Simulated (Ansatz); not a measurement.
A nudged elastic band was laid between two geometries of AlH3 + H3P (8 atoms, charge 0, multiplicity 1).

These are results of RKS PBE-D4/6-31G* (Ansatz 0.2.0), not measurements.

```json
{"movable images": "7", "climbing image": "yes", "spring": "5.0 eV/Å²", "optimiser": "quadratic models (default)", "start path": "through a guess of the saddle point", "force threshold": "0.03 eV/Å", "iteration limit": "60", "end points": "relaxed"}
```

Image 0:

```xyz
8
Properties=species:S:1:pos:R:3
Al 0.021 0.060 0.132
H -0.084 0.740 1.585
H 1.456 -0.079 -0.573
H -1.319 -0.245 -0.695
P 0.180 -2.977 1.202
H -0.664 -2.799 0.055
H 1.377 -2.648 0.486
H -0.020 -1.629 1.695
```

Image 8:

```xyz
8
Properties=species:S:1:pos:R:3
Al 0.112 -0.704 -0.101
H -0.130 0.644 1.857
H 1.444 0.168 -0.288
H -1.320 -0.134 -0.539
P 0.242 -2.866 0.824
H -0.635 -3.438 -0.160
H 1.442 -3.211 0.115
H -0.206 -0.038 2.177
```

(1) What changes between the two ends?

(2) What energy profile does the band end with?

(3) What is the geometry of the highest image?

(4) What are the harmonic wavenumbers there?

The band took 8 iterations and roughly 100 core-seconds.

Answers

(1) Bonds broken: Al1–H2, P5–H8. Bonds formed: Al1–P5, H2–H8. AlH3 + H3P becomes AlH4P + H2.

(2) The run converged. The highest image is number 3 of 0 to 8, 16.4 kcal/mol above the first end and 23.4 kcal/mol above the last; the last end lies 7.0 kcal/mol below the first. A vibrational analysis at the climbing image gives one clearly imaginary mode, 1072i cm⁻¹: a first-order saddle point. The orbitals stay closed-shell, which can raise the energy where a bond breaks towards radicals; this wasn't checked here.

```
image  path coordinate (Å)  energy (kcal/mol)  Al1–H2 (Å)  P5–H8 (Å)  Al1–P5 (Å)
    0                 0.00                0.0        1.61       1.45        3.22
    1                 0.37                1.3        1.61       1.46        3.08
    2                 0.74                8.6        1.64       1.55        2.84
    3                 1.12               16.4        1.72       1.78        2.65
    4                 1.46                8.9        1.86       2.04        2.48
    5                 1.81               -0.4        2.04       2.30        2.38
    6                 2.16               -5.1        2.18       2.59        2.36
    7                 2.50               -6.7        2.29       2.90        2.36
    8                 2.85               -7.0        2.39       3.17        2.35
```

(3) 
```xyz
8
Properties=species:S:1:pos:R:3
Al 0.048 -0.296 0.015
H -0.061 0.174 1.665
H 1.506 0.048 -0.520
H -1.404 -0.159 -0.618
P 0.131 -2.675 1.181
H -0.655 -2.961 0.016
H 1.395 -2.756 0.511
H -0.013 -0.955 1.635
```

(4) 1072i, 85, 286, 390, 494, 548, 622, 651, 673, 957, 1073, 1167, 1506, 1690, 1909, 1939, 2349, 2377 cm⁻¹.

The run took 100 s on 1 thread of Arm Neoverse V1, on a shared host, peak memory 0.095 GiB.
